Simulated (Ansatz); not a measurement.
# Nudged elastic band run: AlFH$_{4}$Si

input.yaml

```yaml
crystal:
  periodic: [false, false, false]
  atoms:
    - { symbol: F, position_ang: [-1.356331, -2.212782, 0.329947] }
    - { symbol: Al, position_ang: [-0.121477, -1.16422, 0.739054] }
    - { symbol: Si, position_ang: [0.134746, 0.891374, -0.565306] }
    - { symbol: H, position_ang: [0.77827, -1.621768, 1.961123] }
    - { symbol: H, position_ang: [-0.880766, 1.00705, -1.656889] }
    - { symbol: H, position_ang: [0.006664, 2.088161, 0.328326] }
    - { symbol: H, position_ang: [1.500093, 0.944085, -1.181955] }
basis:
  gaussian: { orbitals: def2-SVP }
hamiltonian:
  xc: pbe0
neb:
  order_check: false
  images: 9
  f_tol: 0.05
  max_iterations: 49
  final_atoms:
    - { symbol: F, position_ang: [0.41455831, -2.58729258, 0.13474893] }
    - { symbol: Al, position_ang: [-0.18203793, -1.15127395, 0.74596469] }
    - { symbol: Si, position_ang: [0.1411167, 0.89005838, -0.56582565] }
    - { symbol: H, position_ang: [-0.91387071, -1.26419235, 2.14744676] }
    - { symbol: H, position_ang: [-1.18529816, 1.50374578, -0.89958762] }
    - { symbol: H, position_ang: [0.90714759, 1.90079435, 0.23355351] }
    - { symbol: H, position_ang: [0.8795832, 0.64006036, -1.84200062] }
  initial_path:
    images:
      - { positions_ang: [[-1.356331, -2.212782, 0.329947], [-0.121477, -1.16422, 0.739054], [0.134746, 0.891374, -0.565306], [0.77827, -1.621768, 1.961123], [-0.880766, 1.00705, -1.656889], [0.006664, 2.088161, 0.328326], [1.500093, 0.944085, -1.181955]] }
      - { positions_ang: [[-1.22067045, -2.29461563, 0.23864563], [-0.1340579, -1.1539178, 0.72961684], [0.130331, 0.89135956, -0.55879358], [0.65129804, -1.52048957, 2.02878683], [-0.9292384, 1.05982012, -1.56290077], [0.12415173, 2.06316697, 0.33836991], [1.43938498, 0.88657635, -1.25942485]] }
      - { positions_ang: [[-1.0850099, -2.37644925, 0.14734426], [-0.1466388, -1.1436156, 0.72017968], [0.125916, 0.89134512, -0.55228116], [0.52432608, -1.41921115, 2.09645065], [-0.9777108, 1.11259024, -1.46891254], [0.24163947, 2.03817294, 0.34841382], [1.37867696, 0.82906769, -1.3368947]] }
      - { positions_ang: [[-0.94934935, -2.45828288, 0.05604289], [-0.15921971, -1.1333134, 0.71074251], [0.121501, 0.89133069, -0.54576874], [0.39735412, -1.31793272, 2.16411448], [-1.02618321, 1.16536037, -1.37492431], [0.3591272, 2.01317891, 0.35845773], [1.31796894, 0.77155904, -1.41436455]] }
      - { positions_ang: [[-0.8136888, -2.54011651, -0.03525847], [-0.17180061, -1.12301119, 0.70130535], [0.11708599, 0.89131625, -0.53925633], [0.27038216, -1.2166543, 2.2317783], [-1.07465561, 1.21813049, -1.28093608], [0.47661494, 1.98818488, 0.36850164], [1.25726092, 0.71405038, -1.49183441]] }
      - { positions_ang: [[-0.67802825, -2.62195013, -0.12655984], [-0.18438151, -1.11270899, 0.69186819], [0.11267099, 0.89130181, -0.53274391], [0.1434102, -1.11537587, 2.29944213], [-1.12312801, 1.27090061, -1.18694786], [0.59410267, 1.96319085, 0.37854555], [1.1965529, 0.65654173, -1.56930426]] }
      - { positions_ang: [[-0.45951094, -2.61501862, -0.07429809], [-0.18391279, -1.12042198, 0.70268749], [0.11836013, 0.89105313, -0.53936026], [-0.06804598, -1.14513917, 2.26904305], [-1.13556204, 1.31746964, -1.12947581], [0.65671165, 1.95071155, 0.34954714], [1.13315896, 0.65324545, -1.62384353]] }
      - { positions_ang: [[-0.24099363, -2.60808711, -0.02203633], [-0.18344408, -1.12813498, 0.71350679], [0.12404927, 0.89080444, -0.5459766], [-0.27950216, -1.17490246, 2.23864398], [-1.14799607, 1.36403868, -1.07200376], [0.71932064, 1.93823225, 0.32054873], [1.06976502, 0.64994918, -1.6783828]] }
      - { positions_ang: [[-0.02247631, -2.6011556, 0.03022542], [-0.18297536, -1.13584797, 0.72432609], [0.12973842, 0.89055575, -0.55259295], [-0.49095834, -1.20466576, 2.20824491], [-1.1604301, 1.41060771, -1.01453172], [0.78192962, 1.92575295, 0.29155033], [1.00637108, 0.64665291, -1.73292208]] }
      - { positions_ang: [[0.196041, -2.59422409, 0.08248718], [-0.18250665, -1.14356096, 0.73514539], [0.13542756, 0.89030707, -0.5592093], [-0.70241453, -1.23442905, 2.17784583], [-1.17286413, 1.45717675, -0.95705967], [0.84453861, 1.91327365, 0.26255192], [0.94297714, 0.64335664, -1.78746135]] }
      - { positions_ang: [[0.41455831, -2.58729258, 0.13474893], [-0.18203793, -1.15127395, 0.74596469], [0.1411167, 0.89005838, -0.56582565], [-0.91387071, -1.26419235, 2.14744676], [-1.18529816, 1.50374578, -0.89958762], [0.90714759, 1.90079435, 0.23355351], [0.8795832, 0.64006036, -1.84200062]] }
```

Run as:

```bash
$ ansatz run input.yaml --threads 1 --pin off --max-ram 2048MiB --backend cpu --events-out ev --progress --plain --runs-dir out
```

Output, in part (warnings, iteration lines, the closing report on the highest movable image, with atoms numbered from 0):

```
NEB end point (image 0): max|allowed force component| = 1.920e-3 eV/Å (the criterion of neb.relax_end_points is 1.000e-2)
NEB end point (image 10): max|allowed force component| = 4.743e-4 eV/Å (the criterion of neb.relax_end_points is 1.000e-2)
NEB iter   1: max|band force component| = 2.476e0 eV/Å  barrier→ = 0.2876 eV  barrier← = 0.2876 eV  Δτ_max = 0.1962 Å  (241 SCF iters)
NEB iter   2: max|band force component| = 1.314e0 eV/Å  barrier→ = 0.0657 eV  barrier← = 0.0657 eV  Δτ_max = 0.0812 Å  (225 SCF iters)
NEB iter   3: max|band force component| = 2.805e-1 eV/Å  barrier→ = 0.0119 eV  barrier← = 0.0119 eV  CI = image 5  Δτ_max = 0.0659 Å  (223 SCF iters)
NEB iter   4: max|band force component| = 8.719e-2 eV/Å  barrier→ = 0.0006 eV  barrier← = 0.0006 eV  CI = image 5  Δτ_max = 0.0147 Å  (226 SCF iters)
NEB iter   5: max|band force component| = 2.471e-2 eV/Å  barrier→ = -0.0000 eV  barrier← = -0.0000 eV  CI = image 9  Δτ_max = 0.0000 Å  (402 SCF iters)
Total energy: -17242.11214767 eV, -633.6359343034 hartree
Atom 0 at     0.206332    -2.612685     0.042602 Å, force    -0.000098    -0.004710    -0.000198 eV/Å
Atom 1 at    -0.176459    -1.149076     0.751456 Å, force    -0.001654     0.008332     0.001350 eV/Å
Atom 2 at     0.147993     0.890452    -0.562892 Å, force     0.003553    -0.001250    -0.000994 eV/Å
Atom 3 at    -0.731829    -1.236808     2.233505 Å, force     0.000273    -0.003406    -0.000969 eV/Å
Atom 4 at    -1.179754     1.460712    -0.963065 Å, force    -0.000275    -0.000699     0.001042 eV/Å
Atom 5 at     0.848773     1.930928     0.257091 Å, force    -0.000956     0.001458    -0.000732 eV/Å
Atom 6 at     0.946142     0.648376    -1.804397 Å, force    -0.000844     0.000274     0.000501 eV/Å
Dipole moment:    -0.054761     0.229409     0.103632 e Å
```

The forces met the threshold. The highest image is an end point: on this band no image between the ends rises above it.

Final band (atoms are numbered from 1 in the order of the input):

```tsv
image	path coordinate (Å)	energy (kcal/mol)	dihedral F1–Al2–Si3–H7 (°)
0	0.00	0.0	-121
1	0.32	0.0	-109
2	0.63	0.0	-97
3	0.95	0.0	-85
4	1.27	0.0	-73
5	1.59	0.0	-61
6	1.91	0.0	-49
7	2.23	0.0	-36
8	2.54	0.0	-24
9	2.86	0.0	-12
10	3.18	0.0	0
```

Run time: 3.7 min on 1 thread of Intel(R) Xeon(R) Processor @ 2.50GHz (Skylake/Cascade Lake), on a shared host, peak memory 0.14 GiB.
